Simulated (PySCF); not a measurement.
A structure optimised at PBE-D3(BJ)/def2-SVP, used in a PySCF frequency run:

```xyz
10

C      0.0000    -1.1381     0.7033
C      0.0000    -1.1381    -0.7033
N      0.0000     0.0000    -1.4145
C      0.0000     1.1381    -0.7033
C      0.0000     1.1381     0.7033
N      0.0000     0.0000     1.4145
H      0.0000    -2.0882     1.2675
H      0.0000    -2.0882    -1.2675
H      0.0000     2.0882    -1.2675
H      0.0000     2.0882     1.2675
```
Charge 0, spin multiplicity 1.

Task: Write its SMILES, formula and point group.

Result: c1cnccn1, C₄H₄N₂, D2h

Task: What are its rotational constants (standard atomic weights)?

Result: 6.3319, 5.8565, 3.0425 GHz
